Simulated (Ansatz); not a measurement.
Basis-set series for C2H3FN2 (`FC1N=CN1`). Total charge 0; spin multiplicity 1. The geometry is a stationary point of PBE0-D4/def2-TZVP.

| functional | basis | functions | energy (Eh) | HOMO (eV) | LUMO (eV) |
| --- | --- | --- | --- | --- | --- |
| PBE0-D4 | def2-SVP | 85 | -286.77966 | -7.30 | -0.30 |
| PBE0-D4 | def2-TZVPP | 197 | -287.11347 | -7.47 | -0.53 |
| ωB97M-V | def2-SVP | 85 | -286.98967 | -9.63 | 2.04 |
| ωB97M-V | def2-TZVPP | 197 | -287.33363 | -9.83 | 1.70 |

Question: Give the rows for def2-QZVPP. (Best estimate.)

Answer: Ansatz gave: 
```
functional       basis  functions  energy (Eh)  HOMO (eV)  LUMO (eV)
   PBE0-D4  def2-QZVPP        375   -287.12887      -7.52      -0.61
   ωB97M-V  def2-QZVPP        375   -287.34817      -9.88       1.53
```

Positive LUMOs are unbound and depend on the basis.
